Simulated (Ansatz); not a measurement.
Mulliken charges of `COC(O)(Cl)Cl` from B3LYP/def2-TZVPP in Ansatz (PBE0-D4/def2-TZVP geometry).

```
atom   x (Å)   y (Å)   z (Å)  charge (e)
  C1  -0.315  -1.067   0.844      -0.150
  O2  -0.703  -0.334  -0.314      -0.256
  C3  -0.026   0.820  -0.538       0.352
  O4   1.326   0.671  -0.663      -0.269
 Cl5  -0.735   1.487  -2.041      -0.107
 Cl6  -0.252   2.008   0.785      -0.120
  H7   0.759  -1.260   0.848       0.113
  H8  -0.864  -2.004   0.791       0.127
  H9  -0.595  -0.523   1.749       0.112
 H10   1.488   0.150  -1.460       0.198
```

Problem. By hand: the dipole of these point charges (1 e Å = 4.8032 D).

Solution. Σ q r = (0.174, -0.472, 0.170) e Å, of length 0.531 e Å = 2.55 D.

Problem. How does the dipole of the full density compare? (An estimate is asked.)

Solution. Ansatz gave: (0.191, -0.509, 0.055) e Å, 2.62 D; the point charges give 0.97 times that, at 13° from its direction.

Point charges leave out the atoms' own dipoles, such as those of lone pairs, and Mulliken's split depends on the basis, so the close match here is no proof of good charges.

B3LYP here is the variant with VWN-RPA as its local correlation; programs differ in this.
